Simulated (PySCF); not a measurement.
Coordinates in bohr (charge 0 multiplicity 2):
```
B     0.0000    0.0000   -0.8958
O     2.2593   -0.4714    0.1813
O    -2.2593    0.4714    0.1813
H     2.3233   -0.4847    2.0150
H    -2.3233    0.4847    2.0150
```

Level of theory: UB3LYP in PySCF with B def2-TZVP, O def2-TZVP, H def2-TZVP; no relativity; density-fitted integrals.

This geometry of B(OH)₂ is a stationary point at this level.

Task: What is the point group?

Result: C2v.

Task: Is it a minimum?

Result: Yes: all harmonic wavenumbers are real.

Task: List the harmonic modes with their infrared intensities.

Result: 
```tsv
symmetry	ω (cm⁻¹)	IR (km/mol)
a2	375	0.0
a1	466	20.5
b1	555	195
b2	886	214
a1	965	17.5
a1	1162	1.2
b2	1438	384
b2	3652	5.9
a1	3655	1.3
```

Task: What is the atomisation energy, with and without zero-point energy?

Result: 1952 kJ/mol without, 1874 kJ/mol with.

In C2v the vibrations span a2 + 4a1 + b1 + 3b2. Here b1 is antisymmetric to the molecular plane and b2 lies in it. The a2 mode carries no infrared intensity, as symmetry demands.

Other isomers or separated fragments may lie lower.
